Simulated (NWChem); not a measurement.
# BPH4 (SMILES BP) at dlDF/pc-1

What is the vertical singlet–triplet gap of BPH4 at dlDF/pc-1? 

The results are computed with NWChem 7.3.0.

1 further run of the same task is left out (set aside as unsound or not needed).

## 1. The system as given

The species is BPH4 (6 atoms), meant as a singlet with charge 0. SMILES: `BP`. Geometry: relaxed at GFN2-xTB.

Bond lengths: B1–P2 1.841 Å, B1–H3 1.169 Å, B1–H4 1.169 Å, P2–H5 1.378 Å, P2–H6 1.378 Å. Angles: B1–P2–H5 103.7°, B1–P2–H6 103.7°, P2–B1–H3 119.5°, P2–B1–H4 119.5°, H5–P2–H6 96.8°, H3–B1–H4 120.3°.

## 2. The energy at dlDF/pc-1

geom.nw reads:

```
start geom
memory stack 880 mb heap 220 mb global 1100 mb
charge 0

geometry units angstroms noautoz
  B     0.002660   -0.867960    0.118880
  P     0.378740    0.928770    0.259630
  H    -0.777460   -1.351190    0.842930
  H     0.659230   -1.540870   -0.575930
  H     0.599110    1.319050   -1.043720
  H    -0.862270    1.512200    0.398210
end

basis "ao basis" spherical bse
  * library pc-1
end

dft
  xc dldf
  mult 1
  grid xfine
  direct
  mulliken
end

task dft
```

Launch:

```
$ nwchem geom.nw > geom.out
```

Log:

```text
[...]
 Group name             Cs
[...]
          Wavefunction type:  closed shell.
          No. of atoms     :     6
          No. of electrons :    24
[...]
          Charge           :     0
          Spin multiplicity:     1
[...]
          AO basis - number of functions:    52
[...]
              XC Information
              --------------
                         dlDF Method XC Functional
                     Hartree-Fock (Exact) Exchange  0.614
                          dlDF Exchange Functional  0.386
                        dlDF Correlation Potential  1.000
[...]
 d= 0,ls=0.0,diis     1   -369.7825492727 -4.17D+02  6.99D-03  8.61D-02     1.7
[...]
 d= 0,ls=0.0,diis     7   -369.8064190898 -1.30D-07  4.51D-06  1.69D-08     9.5
         Total DFT energy =     -369.806419089801
      One electron energy =     -600.347778890621
           Coulomb energy =      213.706238555248
    Exchange-Corr. energy =      -30.079711185073
 Nuclear repulsion energy =       46.914832430644
[...]
      Total Density - Mulliken Population Analysis
     ---------------------------------------------
    Atom       Charge   Shell Charges
 -----------   ------   -------------------------------------------------------
    1 B    5     4.94   2.00  0.63  0.42  1.49  0.38  0.02
    2 P   15    14.98   2.00  2.01  0.81  0.77  5.99  1.93  1.38  0.09
    3 H    1     1.03   0.83  0.19  0.01
    4 H    1     1.03   0.83  0.19  0.01
    5 H    1     1.02   0.80  0.20  0.01
    6 H    1     1.02   0.80  0.20  0.01
[...]
```

It took 10 s on 1 thread of Intel Xeon Platinum 8488C (Sapphire Rapids), shared host; peak memory 0.12 GiB.

## 3. The triplet at the same level

sp.nw reads:

```
start sp
title "BH4P"
memory 2200 mb

geometry units angstrom noautosym nocenter
  zmatrix
    B
    P 1 r2
    H 1 r3 2 a3
    H 1 r4 3 a4 2 d4
    H 2 r5 1 a5 3 d5
    H 2 r6 5 a6 1 d6
  variables
    r2 1.841056
    r3 1.168908
    a3 119.5001
    r4 1.169039
    a4 120.3327
    d4 170.61125
    r5 1.378261
    a5 103.69284
    d5 -145.03239
    r6 1.378296
    a6 96.84472
    d6 -105.94952
  end
end

basis spherical bse
  * library pc-1
end

dft
  xc dldf
  mult 3
  grid xfine
  direct
  iterations 150
  mulliken
  print medium
end

task dft energy
```

Launch:

```
$ nwchem sp.nw > sp.out
```

Log:

```text
[...]
          Wavefunction type:  spin polarized.
          No. of atoms     :     6
          No. of electrons :    24
[...]
          Charge           :     0
          Spin multiplicity:     3
[...]
          AO basis - number of functions:    52
[...]
              XC Information
              --------------
                         dlDF Method XC Functional
                     Hartree-Fock (Exact) Exchange  0.614
                          dlDF Exchange Functional  0.386
                        dlDF Correlation Potential  1.000
[...]
 d= 0,ls=0.0,diis     1   -369.6129908741 -4.17D+02  9.69D-03  5.92D-02     4.2
[...]
 d= 0,ls=0.0,diis    10   -369.6654461930 -3.54D-07  3.68D-06  2.24D-09    30.2
[...]
         Total DFT energy =     -369.665446193044
      One electron energy =     -599.353901088905
           Coulomb energy =      212.839473248776
    Exchange-Corr. energy =      -30.065845448733
 Nuclear repulsion energy =       46.914827095817
[...]
      Total Density - Mulliken Population Analysis
     ---------------------------------------------
    Atom       Charge   Shell Charges
 -----------   ------   -------------------------------------------------------
    1 B    5     5.39   2.00  0.56  0.44  1.66  0.71  0.01
    2 P   15    14.63   2.00  2.01  0.87  0.73  5.99  1.81  1.10  0.13
    3 H    1     0.99   0.80  0.18  0.01
    4 H    1     0.99   0.80  0.18  0.01
    5 H    1     0.99   0.81  0.17  0.01
    6 H    1     0.99   0.81  0.17  0.01
[...]
      <S2> =      2.0095 (Exact =     2.0000)
[...]
```

Wall time 31 s (1 thread of Intel Xeon Platinum 8488C (Sapphire Rapids), shared host); peak memory 0.13 GiB.

## 4. Results

Level: dlDF/pc-1.

| quantity | value |
| --- | --- |
| singlet: total energy | -369.80642 Eh |
| singlet: dipole moment | 0.65 D |
| singlet: HOMO energy | -9.35 eV |
| singlet: LUMO energy | -0.76 eV |
| singlet: HOMO–LUMO gap | 8.59 eV |
| triplet: total energy | -369.66545 Eh |
| triplet: dipole moment | 4.14 D |
| triplet: HOMO energy (highest over α and β) | -5.61 eV |
| triplet: LUMO energy (lowest over α and β) | -4.91 eV |
| triplet: ⟨S²⟩ | 2.010 |
| vertical energy of the triplet above the singlet | 3.836 eV |

What this shows: At this shape the triplet lies 3.84 eV (88 kcal/mol) above the singlet.
